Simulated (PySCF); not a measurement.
tetrafluoroethylene (C₂F₄), SMILES FC(F)=C(F)F. Heavy atoms are numbered as in [F:1][C:2]([F:3])=[C:4]([F:5])[F:6].

Geometry: r2SCAN-D4/def2-SVP.

Calculation: PBE/def2-TZVP in PySCF.

Atomic charges (e), one atom of each kind:

```
atom    Mulliken    IAO
----  ----------  -----
F1    (withheld)  -0.22
C2    (withheld)   0.43
```

Q: Complete the blanks. (Estimate from the structure and the level; the computed values follow.)

A: 
- F1, Mulliken: -0.12
- C2, Mulliken: 0.24

Computed Mayer and Wiberg (Löwdin basis) orders of the bonds:
```csv
bond,Mayer,Wiberg
F1–C2,1.15,1.84
C2–F3,1.15,1.84
C2–C4,1.73,1.89
C4–F5,1.15,1.84
C4–F6,1.15,1.84
```
